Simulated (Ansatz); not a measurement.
Two isomers of C3H7NO: A = `CNC(C)=O`, B = `CN(C)C=O`.

Program: Ansatz. Geometries: PBE0-D4/def2-TZVP. ΔE: electronic, gas phase. CBS: MP2 limit from def2 TZ/QZ plus the TZ coupled-cluster correction, frozen cores. Functionals use def2-TZVPP. B3LYP here is the variant with VWN-RPA as its local correlation; programs differ in this. Each species was taken in one conformer, which may not be the lowest.

A:

```xyz
12

C     0.3068   -1.8653    0.1685
N     0.4535   -0.4338    0.1795
C    -0.5393    0.4044   -0.2119
C    -0.2111    1.8746   -0.1332
O    -1.6214    0.0119   -0.6008
H    -0.6920   -2.0867   -0.2050
H     0.4103   -2.2849    1.1729
H     1.0434   -2.3361   -0.4882
H     1.3203   -0.0343    0.4903
H    -0.9357    2.3566    0.5244
H    -0.3311    2.3098   -1.1263
H     0.7964    2.0839    0.2298
```

B:

```xyz
12

C     0.3440   -0.2588   -1.2953
N    -0.1502   -0.0330    0.0375
C     0.7613    0.4955    1.0129
C    -1.4370   -0.3136    0.3459
O    -2.2650   -0.7585   -0.4164
H    -0.4697   -0.6591   -1.8973
H     1.1737   -0.9731   -1.2848
H     0.6993    0.6761   -1.7405
H     1.6156   -0.1744    1.1589
H     0.2479    0.6116    1.9685
H     1.1448    1.4744    0.7058
H    -1.6647   -0.0871    1.4048
```

Problem. Which isomer does CCSD(T)/CBS put lower? Give the gap. (Best estimate.)

Solution. Computed: A, by 10.0 kcal/mol.

Problem. Give E(B) − E(A) in kcal/mol with HF/def2-TZVPP, PBE0-D4, PBE-D4, r2SCAN-D4, B3LYP-D4, ωB97M-V, CCSD/def2-TZVPP. (Best estimate.)

Solution. The calculation gave: HF/def2-TZVPP 11.1, PBE0-D4 9.9, PBE-D4 9.1, r2SCAN-D4 10.0, B3LYP-D4 9.3, ωB97M-V 10.3, CCSD/def2-TZVPP 9.8. None reverses the order clearly.

Largest T1 diagnostic: 0.014.

In def2-TZVPP, CCSD(T) changes the Hartree–Fock value by −1.7 kcal/mol (the triples alone add −0.4 kcal/mol) and MP2 by −1.8 kcal/mol. From PBE to PBE0 (25 % exact exchange), in def2-TZVPP and without D4, E(B) − E(A) moves by +0.8 kcal/mol.
